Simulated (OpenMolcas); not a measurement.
# How methods differ on AlH2F (SMILES [H][Al]([H])[F])

The species is AlH2F (4 atoms), meant as a singlet with charge 0. As SMILES, `[H][Al]([H])[F]`. Geometry: a GFN2-xTB relaxation, a rough one for these elements and not checked as a minimum.

```csv
atom,x (Å),y (Å),z (Å)
Al,0.0196,0.0327,0.0009
H,1.5469,-0.0179,0.0141
H,-0.7390,1.3588,-0.0194
F,-0.8275,-1.3736,0.0044
```

Each level gives the energy change with the Al1–H3 bond stretched from 1.528 to 2.292 Å (eV). The values are calculated.

| level | kind | program | value (eV) | less FCI/STO-3G | CPU time (all runs) |
| --- | --- | --- | --- | --- | --- |
| HF/STO-3G (restricted) | Hartree–Fock | OpenMolcas | 3.97 | +1.02 | 2.5 s |
| SVWN5/STO-3G (restricted) | LDA | OpenMolcas | 2.84 | -0.11 | 5.5 s |
| PBE/STO-3G (restricted) | GGA | OpenMolcas | 2.73 | -0.22 | 6.3 s |
| B3LYP/STO-3G (restricted) | global hybrid | OpenMolcas | 2.99 | +0.04 | 6.4 s |
| B2PLYP/STO-3G (restricted) | double hybrid | OpenMolcas | 3.19 | +0.24 | 5.8 s |
| MP2/STO-3G (restricted) | perturbation theory | OpenMolcas | 3.42 | +0.47 | 2.7 s |
| ACPF/STO-3G (restricted) | coupled cluster or CI | OpenMolcas | 2.86 | -0.09 | 2.8 s |
| FCI/STO-3G | exact in the basis | OpenMolcas | 2.95 | 0.00 | 8 s |

FCI/STO-3G is exact within its basis and frozen core, so for wave-function methods in that basis the difference is their error; functionals converge differently with the basis, so for them it is only a difference. Spin-restricted single references rise too steeply as a bond breaks, Hartree–Fock most of all. The first shape isn't each level's own minimum. The values span 2.73 to 3.97 eV. All rows use very small basis sets, so even the best lies far from the true value. Times are those of the runs behind each value, whatever else they computed, on shared processors of several kinds: orders of magnitude only.
